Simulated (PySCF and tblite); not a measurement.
The numbers below are computed, except where a source is named.
System: piperazine, C4H10N2, numbered as in [CH2:1]1[CH2:2][NH:3][CH2:4][CH2:5][NH:6]1.

Level: PBE0/pcSseg-1 + D3(BJ) on B3LYP-D3(BJ)/def2-SVP stationary points, with GFN2-xTB thermal terms. Rate constants are transition-state-theory values, counting equivalent paths, without tunnelling. Run with tblite and PySCF.

Task: Estimate the barrier and the room-temperature rate of the pyramidal inversion at N3.

Result: The electronic barrier is 4.2 kcal/mol and ΔG‡(298 K) 2.9 kcal/mol, over a Cs saddle with an imaginary mode of 693i cm⁻¹ (GFN2-xTB). With 2 equivalent paths, k is 1×10¹¹ s⁻¹, a mean lifetime of the start of 9.8 ps against this motion. The end lies 1.3 kcal/mol below the start in free energy.
